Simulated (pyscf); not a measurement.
Thermochemistry of product channels of H atom (H•) + oxygen (O=O) [triplet] on the doublet surface, in eV, from CCSD(T)/def2-TZVPP + ΔMP2(QZVPP) energies (ideal gas, 1 atm, RRHO with modes under 100 cm⁻¹ raised to 100, one conformer, R ln 2 for chiral ones without a mode under 150 cm⁻¹). Single points on ωB97X-D3(BJ)/def2-SVP structures (PySCF, gas phase). Correlated levels are frozen-core, on RHF or UHF. ΔMP2 is the change of the MP2 total energy from the triple- to the quadruple-zeta basis.

```
products                                  ΔE  ΔH(298 K)  ΔG(900 K)  ΔG(1200 K)
-------------------------------------  -----  ---------  ---------  ----------
hydroxyl (OH•) + O atom (O) [triplet]      ?      +0.58      +0.48       +0.45
•O–OH                                  -2.37      -2.13      -1.23       -0.90
```

Question: What belongs in the gaps?

Answer: 
- hydroxyl (OH•) + O atom (O) [triplet], ΔE: +0.46

These are energies of the channels, which say nothing of barriers. The CCSD(T) − MP2 part came from Ansatz, without density fitting, on the same reference. Left out: orbital degeneracy and the spin-orbit lowering of OH, O.
